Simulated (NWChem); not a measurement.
# Extrapolating the CCSD correlation energy of methanethiol (CH4S)

SMILES: CS
```xyz
6

C      1.0468     0.4733     0.0000
S     -0.5720    -0.3413     0.0000
H      1.1988     1.0855     0.8999
H      1.7951    -0.3313     0.0000
H      1.1988     1.0855    -0.8999
H     -1.3215     0.7816     0.0000
```
Charge 0, spin multiplicity 1.

Program: NWChem. All single points use one geometry, from PBE0/def2-SVP, a minimum by its harmonic frequencies.

The correlated methods keep 6 core orbitals frozen. Coupled-cluster values serve here as a point of comparison, not as the truth.

Worked example. The CCSD correlation energy is -321.59 mHa in cc-pVDZ and -397.33 mHa in cc-pVTZ. The form E(X) = E∞ + A/X³ turns the pair into an estimate of the basis-set limit.

E∞ = (3³·(-397.33) − 2³·(-321.59))/(3³ − 2³) = -429.2 mHa. The larger basis holds 93 % of that. This is a two-point estimate, and a rough one from so small a pair.
